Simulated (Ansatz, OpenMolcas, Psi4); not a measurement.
# A ladder of methods for [CF3]+ (SMILES F[C+](F)F)

[CF3]+ has 4 atoms, charge +1, and is taken as a singlet. As SMILES, `F[C+](F)F`. The shape is that of a PBE0-D4/def2-TZVP optimisation.

Quantity: the vertical ionisation energy (to the doublet dication), in eV. The values are calculated.

| level | kind | program | value (eV) | CPU time (all runs) |
| --- | --- | --- | --- | --- |
| SVWN5/def2-SVPD | LDA | OpenMolcas | 24.70 | 75 s |
| revPBE/def2-SVPD | GGA | OpenMolcas | 24.30 | 1.8 min |
| M06-L/def2-SVPD | meta-GGA | Psi4 | 24.82 | 2.2 min |
| M06-2X/def2-SVPD | hybrid meta-GGA | Psi4 | 26.03 | 2.5 min |
| wB97X/def2-SVPD | range-separated hybrid | Psi4 | 25.50 | 85 s |
| B2PLYP/def2-SVPD (density fitting for correlation) | double hybrid | Psi4 | 25.29 | 52 s |
| PBE-QIDH/def2-SVPD | double hybrid | Ansatz | 26.34 | 20 s |
| MP2/def2-SVPD | perturbation theory | Ansatz | 26.56 | 15 s |
| BCCD(T)/def2-SVPD | coupled cluster or CI | Ansatz | 25.53 | 3.7 min |

The values span 24.30 to 26.56 eV. Times are those of the runs behind each value, whatever else they computed, on shared processors of several kinds: orders of magnitude only.
